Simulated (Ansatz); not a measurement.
**CH2FO radical: basis-set convergence**

An exercise on one series of results from a longer session: the logs are not shown, and one member is left open.

The runs use Ansatz 0.2.0, Gaussian basis; one geometry, several basis sets.

The runs, in order: PBE0-D4/def2-SVP; ωB97M-V/def2-SVP; PBE0-D4/def2-QZVPP; ωB97M-V/def2-QZVPP; the functionals' def2-TZVPP values are taken from earlier runs.

### The relaxed structure

The geometry comes from an earlier relaxation with PBE0-D4 in a triple-zeta def2 set; it is a stationary point.

SMILES `[O]CF`, 5 atoms, charge 0, spin multiplicity 2.

Atoms are counted from 1 here; the program's logs count them from 0.

Bond lengths: O1–C2 1.303 Å, C2–F3 1.376 Å, C2–H4 1.109 Å, C2–H5 1.109 Å. Angles: O1–C2–F3 115.3°, O1–C2–H4 109.4°, O1–C2–H5 109.4°, F3–C2–H4 107.5°, F3–C2–H5 107.5°, H4–C2–H5 107.3°.

Set-up of the first run:

File in.yaml:

```yaml
crystal:
  periodic: [false, false, false]
  atoms:
    - {symbol: O, position_ang: [-1.122708, 0.202735, 0.609972]}
    - {symbol: C, position_ang: [-0.009561, -0.012283, -0.033048]}
    - {symbol: F, position_ang: [1.105506, -0.174662, 0.757168]}
    - {symbol: H, position_ang: [-0.112936, -0.924845, -0.655221]}
    - {symbol: H, position_ang: [0.189500, 0.835455, -0.720270]}
basis:
  gaussian: {orbitals: def2-SVP}
magnetization: {spin_polarized: true, initial_magnetization: 1}
hamiltonian: {xc: pbe0, dispersion: d4}
output: {orbitals: {seedname: orbitals}}
```

Among the steps run: PBE0-D4 in def2-SVP; ωB97M-V in def2-SVP; PBE0-D4 in def2-QZVPP; ωB97M-V in def2-QZVPP.

One of the session's tables, all rows but one given; the rest of the session is left out.

It belongs to the step «Density functionals: the series». 

```
functional       basis  HOMO (eV)  LUMO (eV)
   PBE0-D4    def2-SVP      -9.10      -4.07
   PBE0-D4  def2-TZVPP      -9.36      -4.33
   PBE0-D4  def2-QZVPP      -9.42      -4.39
   ωB97M-V    def2-SVP     -11.55      -1.77
   ωB97M-V  def2-TZVPP     -11.83      -2.09
   ωB97M-V  def2-QZVPP          ?          ?
```

**Question.** Estimate the row for ωB97M-V, def2-QZVPP.

**Answer.** HOMO (eV): -11.89; LUMO (eV): -2.17. In the column «HOMO (eV)» it is the lowest.
